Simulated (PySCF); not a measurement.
Species: CH4S.
Atom-mapped SMILES: `[CH3:1][SH:2]` (hydrogens: H3, H4, H5 on C1; H6 on S2)

Geometry (PBE0-D3(BJ)/def2-SVP, Å), atoms numbered from 1 in this order:
```
atom  x, y, z in Å
C1    -0.4895   -0.0157    0.0090
S2     1.1257    0.7993   -0.0978
H3    -0.6233   -0.5357    0.9677
H4    -1.2412    0.7826   -0.0591
H5    -0.6515   -0.7148   -0.8232
H6     1.8789   -0.3164    0.0035
```

Level of theory: core-valence-separated Tamm–Dancoff BHandHLYP/aug-pcX-1 (pcseg-1 on H, def2-SVPD on S) in PySCF, non-relativistic, gas phase, PBE0-D3(BJ)/def2-SVP geometry. No empirical shift is added; at this level the pattern usually sits a few eV under experiment.

The lowest roots of each edge with f over 0.003 (five at most, numbered afresh; weaker and dark ones are left out), with transition dipoles (au) in the frame of the coordinates:

```json
{"root": "1", "edge": "C", "E (eV)": "285.38", "f": "0.0397", "μx": "-0.0691", "μy": "-0.0299", "μz": "0.0041"}
{"root": "2", "edge": "C", "E (eV)": "286.20", "f": "0.0181", "μx": "-0.0472", "μy": "-0.0188", "μz": "0.0027"}
{"root": "3", "edge": "C", "E (eV)": "286.99", "f": "0.0317", "μx": "-0.0304", "μy": "0.0595", "μz": "-0.0059"}
{"root": "4", "edge": "C", "E (eV)": "287.05", "f": "0.0335", "μx": "0.0010", "μy": "0.0073", "μz": "0.0686"}
{"root": "5", "edge": "C", "E (eV)": "287.43", "f": "0.0074", "μx": "0.0182", "μy": "0.0267", "μz": "-0.0031"}
```

Problem. Molecules are fixed in this frame and the field points along (1, 1, 0)/√2. What effective strengths 3 f cos²θ do the roots have (θ between field and μ)?

Solution. root 1 (C1): 0.103, root 2 (C1): 0.046, root 3 (C1): 0.009, root 4 (C1): 0.001, root 5 (C1): 0.021. Root 1 is the strongest. Averaged over all orientations cos²θ is 1/3, which gives f back.

